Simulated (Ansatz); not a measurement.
```yaml
crystal:
  periodic: [false, false, false]
  atoms:
    - {symbol: N, position_ang: [-0.645086, 1.530361, -0.304195]}
    - {symbol: C, position_ang: [-0.091784, 0.104174, 0.091115]}
    - {symbol: C, position_ang: [0.274497, -0.874529, 0.042079]}
    - {symbol: O, position_ang: [0.865853, -2.071255, 0.234255]}
    - {symbol: H, position_ang: [-1.248304, 1.653515, -0.704544]}
    - {symbol: D, position_ang: [-1.016507, 1.744516, 0.781069]}
    - {symbol: H, position_ang: [1.738996, -2.223465, 0.114911]}
basis:
  gaussian: {orbitals: cc-pVTZ, nuclear_model: gaussian, point_charges: [{charge: 0.50, position_ang: [6.580, -0.788, 0.853]}]}
total_charge: -1
magnetization: {spin_polarized: true, initial_magnetization: 1}
hamiltonian: {xc: {name: PBE0}, dispersion: d3bjatm}
scf: {lower_state_search: light}
output: {forces: true}
```

```sh
$ ansatz run in.yaml --threads 2 --pin off --events-out ev --progress --plain --max-ram 4352MiB
```

It prints (some lines left out):

```
Error: YAML parse error: error: line 9 column 16: `D` is not an element symbol (H … Og, case-exact)
 7 |     - {symbol: O, position_ang: [0.865853, -2.071255, 0.234255]}
 8 |     - {symbol: H, position_ang: [-1.248304, 1.653515, -0.704544]}
 9 |     - {symbol: D, position_ang: [-1.016507, 1.744516, 0.781069]}
10 |     - {symbol: H, position_ang: [1.738996, -2.223465, 0.114911]}
11 | basis:
```

In this input an element symbol is wrong. The input was rejected before any iteration.
